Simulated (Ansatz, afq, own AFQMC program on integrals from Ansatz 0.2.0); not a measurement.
## Si2H3, doublet: AFQMC among the cluster methods

```json
{"atom": "Si", "x (Å)": "0.0000", "y (Å)": "0.0175", "z (Å)": "0.9534"}
{"atom": "Si", "x (Å)": "0.0000", "y (Å)": "-0.0707", "z (Å)": "-1.0486"}
{"atom": "H", "x (Å)": "0.0000", "y (Å)": "1.2106", "z (Å)": "1.8494"}
{"atom": "H", "x (Å)": "0.0000", "y (Å)": "-1.1860", "z (Å)": "1.8334"}
{"atom": "H", "x (Å)": "0.0000", "y (Å)": "1.4569", "z (Å)": "-1.0295"}
```

Connectivity, by distances: SiH2–SiH.

Basis cc-pVDZ. Only valence electrons are correlated. Ansatz 0.2.0 and our own AFQMC program on the same integrals; the CISD trial comes from CCSD amplitudes, and released means the phaseless constraint is let go. Uncertainties: one standard error, sampling alone.

Determinant: UHF, the one that the program's search chose, which needn't be the lowest solution. The geometry is a point of a scan.

No full CI on the walks' own integrals is used here. The released AFQMC energy serves as the reference, which it does only where one determinant dominates, the energy is flat over the last release times and near the phaseless one (40 meV or 2 meV an electron, half that with transition metals). On small molecules, where full CI could be run and the noise was under 10 meV, such values lay within 10 meV of it in 19 cases of 20, a flattering rate, since the rule was set on those same cases; what remains of the bias isn't in the error bar.

Cautions: the ph-AFQMC/HF walk drifts between its halves (2.3 errors); the released value is read at 2.40 1/Eh with a noise of 17 meV, more than in the cases checked (meV from the phaseless value at times in 1/Eh: 10 ± 9 at 0.24, 4 ± 8 at 0.51, -7 ± 9 at 0.99, -15 ± 11 at 1.62, -12 ± 17 at 2.40).

```
T1 diagnostic                               : 0.0152
weight of the determinant in the CISD state : 0.865
⟨S²⟩ of the determinant                     : 0.762
size of the correlated space                : 11 electrons in 41 orbitals
```

| level | correlation energy (eV) |
| --- | --- |
| MP2 | -4.6706 |
| CCSD | -5.7944 |
| CCSD(T) | -5.9692 |

**Question.** Estimate where phaseless AFQMC with a CISD trial lies against CCSD(T) on the same integrals.

**Answer.** 1.2 ± 1.0 kJ/mol below CCSD(T). The gap is under twice the noise, so this walk alone can't tell the two apart.

Reference: AFQMC with the constraint released, correlation energy -5.994 ± 0.017 eV.

```json
{"level": "CCSD(T)", "E − E(reference) (kJ/mol)": "2.4 ± 1.6", "share of correlation (%)": "99.59"}
{"level": "ph-AFQMC/HF", "E − E(reference) (kJ/mol)": "9.5 ± 3.5", "share of correlation (%)": "98.35"}
{"level": "ph-AFQMC/CISD", "E − E(reference) (kJ/mol)": "1.2 ± 1.9", "share of correlation (%)": "99.80"}
```

A walk keeps the symmetry of its determinant, which the program's search chose and which needn't be the lowest solution, so a lower state of the same spin and another symmetry isn't excluded. Released energies are given only where the last usable release times agree within the noise; a slower fall can still hide under it.
